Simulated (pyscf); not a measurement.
# Routes from SnH₂ [singlet] + hydrogen fluoride (HF)

Candidate steps break at most two bonds and form at most two. Each was searched with GFN2-xTB (tblite) first. Optimised with ωB97X-D3(BJ)/def2-SVP in PySCF. Energies: ωB97M-D3(BJ)/def2-TZVP, kJ/mol, from the separated reactants, singlet surface; ΔG‡ with ideal gas, 1 atm, RRHO with modes under 100 cm⁻¹ raised to 100, one conformer, R ln 2 for chiral ones without a mode under 150 cm⁻¹.

```json
[
 {"products": "F–SnH: [singlet] + H₂", "type": "four-centre exchange", "ΔE‡": "0.2", "ΔE": "-90.8", "ΔG‡ 298 K": "34.3", "ΔG‡ 900 K": "112.6", "ν‡ (cm⁻¹)": "1105i"},
 {"products": "F–SnH₃", "type": "insertion", "ΔE‡": "91.9", "ΔE": "-131.3", "ΔG‡ 298 K": "124.4", "ΔG‡ 900 K": "202.8", "ν‡ (cm⁻¹)": "1377i"}
]
```

Row 1: On the reactant side the descent ends in a bound adduct, 35.8 kJ/mol under the separated species and 30.0 kJ/mol under the saddle at ωB97X-D3(BJ)/def2-TZVP. Row 2: On the reactant side the descent ends in a complex, 27.3 kJ/mol under the separated species and 110.0 kJ/mol under the saddle at ωB97X-D3(BJ)/def2-TZVP. 

Plain bond fissions and candidates not yet searched are not listed, and one of them may be faster. Each barrier is that of the saddle found; lower ones may exist. Elements past Kr carry the def2 core potentials, without spin-orbit coupling.
